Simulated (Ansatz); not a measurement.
What each rung costs, and what it gives

The pair of SiH₄ (SMILES [SiH4], atoms 1–5) and SiNH₅ (SMILES [SiH3]N, atoms 6–12), both closed shells, in one local arrangement (a lower one may exist), relaxed at PBE0-D4/def2-TZVP:

```tsv
atom	x (Å)	y (Å)	z (Å)
Si1	0.0689	0.0599	-2.1849
H2	-0.1439	0.3604	-3.6247
H3	1.0577	-1.0436	-2.0688
H4	-1.2183	-0.3568	-1.5758
H5	0.5884	1.2707	-1.5027
Si6	-0.4643	0.3740	1.8809
N7	0.6335	-0.7346	1.1651
H8	-1.5028	-0.4140	2.5937
H9	0.2928	1.2260	2.8345
H10	-1.1676	1.2879	0.9327
H11	1.5367	-0.4488	0.8276
H12	0.3189	-1.5809	0.7223
```

Interaction energies are counterpoise-corrected; the time is that of the whole pair.

Computed with Ansatz 0.2.0 (basis: as named in each row); correlated methods freeze the cores. B3LYP uses VWN-RPA correlation. Extrapolation: Hartree–Fock as exp(−7.88 √X), correlation as X^−2.97.

Times are rough, for one single point on 4 threads of a shared host (Arm Neoverse V1).

The estimate by CCSD(T) at an estimated basis limit (MP2 extrapolated from triple and quadruple zeta, plus CCSD(T) − MP2 in triple zeta) is -1.57 kcal/mol.

```json
{"method": "HF", "basis": "STO-3G", "time (s)": "under 1", "interaction energy (kcal/mol)": "1.56", "method less estimate": "3.12"}
{"method": "PBE-D4", "basis": "STO-3G", "time (s)": "under 1", "interaction energy (kcal/mol)": "-0.66", "method less estimate": "0.90"}
{"method": "SPW92", "basis": "def2-SVP", "time (s)": "under 1", "interaction energy (kcal/mol)": "-2.87", "method less estimate": "-1.31"}
{"method": "B3LYP-D4", "basis": "6-31G", "time (s)": "under 1", "interaction energy (kcal/mol)": "-1.36", "method less estimate": "0.21"}
{"method": "PBE-D4", "basis": "def2-SVP", "time (s)": "under 1", "interaction energy (kcal/mol)": "-2.09", "method less estimate": "-0.52"}
{"method": "PBE0-D4", "basis": "def2-SVP", "time (s)": "under 1", "interaction energy (kcal/mol)": "-1.94", "method less estimate": "-0.37"}
{"method": "CCSD(T)", "basis": "def2-SVP", "time (s)": "2", "interaction energy (kcal/mol)": "-0.03", "method less estimate": "1.54"}
{"method": "PBE-D4", "basis": "def2-TZVPPD", "time (s)": "2", "interaction energy (kcal/mol)": "-2.09", "method less estimate": "-0.53"}
{"method": "revPBE-D4", "basis": "def2-TZVPPD", "time (s)": "2", "interaction energy (kcal/mol)": "-1.95", "method less estimate": "-0.38"}
{"method": "BLYP-D4", "basis": "def2-TZVPPD", "time (s)": "3", "interaction energy (kcal/mol)": "-1.77", "method less estimate": "-0.20"}
{"method": "HSE06-D4", "basis": "def2-TZVPPD", "time (s)": "3", "interaction energy (kcal/mol)": "-1.90", "method less estimate": "-0.34"}
{"method": "B3LYP-D4", "basis": "def2-TZVPPD", "time (s)": "3", "interaction energy (kcal/mol)": "-1.84", "method less estimate": "-0.28"}
{"method": "PBE0-D4", "basis": "def2-TZVPPD", "time (s)": "3", "interaction energy (kcal/mol)": "-1.94", "method less estimate": "-0.38"}
{"method": "wB97M-V", "basis": "def2-SVP", "time (s)": "4", "interaction energy (kcal/mol)": "-1.54", "method less estimate": "0.03"}
{"method": "r2SCAN-D4", "basis": "def2-TZVPPD", "time (s)": "4", "interaction energy (kcal/mol)": "-1.77", "method less estimate": "-0.21"}
{"method": "B2PLYP", "basis": "def2-TZVPPD", "time (s)": "6", "interaction energy (kcal/mol)": "-0.09", "method less estimate": "1.48"}
{"method": "wB97X-V", "basis": "def2-TZVPPD", "time (s)": "8", "interaction energy (kcal/mol)": "-1.62", "method less estimate": "-0.05"}
{"method": "B97M-V", "basis": "def2-TZVPPD", "time (s)": "10", "interaction energy (kcal/mol)": "-1.68", "method less estimate": "-0.11"}
{"method": "wB97M-V", "basis": "def2-TZVPPD", "time (s)": "10", "interaction energy (kcal/mol)": "-1.74", "method less estimate": "-0.17"}
{"method": "MP2", "basis": "def2-QZVPPD", "time (s)": "23", "interaction energy (kcal/mol)": "-1.35", "method less estimate": "0.21"}
{"method": "CCSD(T)", "basis": "def2-TZVPPD", "time (s)": "130", "interaction energy (kcal/mol)": "-1.26", "method less estimate": "0.31"}
```

No T1 diagnostic of these runs exceeds 0.011.
